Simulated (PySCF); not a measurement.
Compound: C₃H₄O (triplet state).
Z-matrix (Å and degrees, GFN2-xTB geometry), rows numbered from 1:
```
C 
C   1  1.4325
C   2  1.4323  1  118.89
O   2  1.2522  1  120.53  3  -179.97
H   1  1.0742  2  119.09  3   179.93
H   1  1.0739  2  121.64  3     0.29
H   3  1.0742  2  119.14  1   179.96
H   3  1.0738  2  121.51  1    -0.04
```

The hyperfine couplings belong to this conformer and change with its torsions.

The species is `[CH2]C([CH2])=O` [triplet].

Method used: UKS B3LYP, pcH-1 on C H O, non-relativistic, mean-field spin-orbit, GIAO (PySCF 2.14.0). Spin–spin part from the singly occupied natural orbitals, spin–orbit part to second order with van Wüllen's prefactor. Isolated species at its GFN2-xTB geometry, gas phase. A GFN2-xTB geometry isn't a minimum of the functional, and hyperfine couplings can be far from their values at a DFT geometry. Stability of the SCF solution: not tested.

Q: Give D and E of this S = 1 state, with their spin–spin and spin–orbit parts.

A: D = +0.119 cm⁻¹ and E = +0.028 cm⁻¹, with E given the sign of D (E/D = 0.24; 0 is axial, 1/3 the rhombic limit). Diagonalised alone, the spin–spin tensor gives D = -0.073, E = -0.016 and the spin–orbit tensor D = -0.114, E = -0.001 cm⁻¹; in size the spin–orbit D is 1.6 times the other. The two D values don't add up to the total, since each belongs to the principal axes of its own tensor. The largest Mulliken spin populations are on C1 (+0.93), C3 (+0.93), O4 (+0.53) and C2 (-0.23). Three atoms exceed +0.15. The angles at C1 add up to 360.0°, so it is planar.

Q: What is D as a frequency, a field and a temperature?

A: D = +3.56 GHz = +127.0 mT (with g_iso = 2.0051) = +0.171 K = +14.7 μeV.

Q: What are the three sublevel energies at zero field and the gaps between them?

A: With H = D(Sz² − 2/3) + E(Sx² − Sy²): Tz at -0.079 cm⁻¹, Tx at +0.011 cm⁻¹, Ty at +0.068 cm⁻¹. The gaps are |D| − |E| = 2.71 GHz, |D| + |E| = 4.41 GHz and 2|E| = 1.70 GHz.

Q: How are these sublevels filled in thermal equilibrium at 4.2 K and zero field?

A: kT = 2.92 cm⁻¹, so the Boltzmann shares are Tz 34.2 %, Tx 33.2 %, Ty 32.6 %.

Q: Where do the strong lines fall at 33.933 GHz with the field along each axis of D (isotropic g = 2.0051, hyperfine left aside, microwave field at right angles)?

A: From exact diagonalisation up to 3300 mT, keeping lines above a fifth of the strength of a high-field Δm = ±1 line:

```csv
field along,resonance fields (mT)
x,"1189, 1225"
y,"1099, 1317"
z,"1082, 1336"
```

Without D the line would be at 1209 mT. The microwave quantum is 1.132 cm⁻¹, against |D| + |E| = 0.147 cm⁻¹; each axis gives a pair, one line on either side of the centre.

Q: What distance between two point spins would give the spin–spin D, by D = −2.604 cm⁻¹ Å³/r³?

A: r = 3.29 Å, against 2.47 Å between C1 and C3, the two atoms with most spin.

Natural occupations around the open shell: 1.989, 1.000, 1.000, 0.011. ⟨S²⟩ = 2.0263 against the exact 2.0000, so spin contamination is small.

Principal g values: 2.0021, 2.0040, 2.0091.
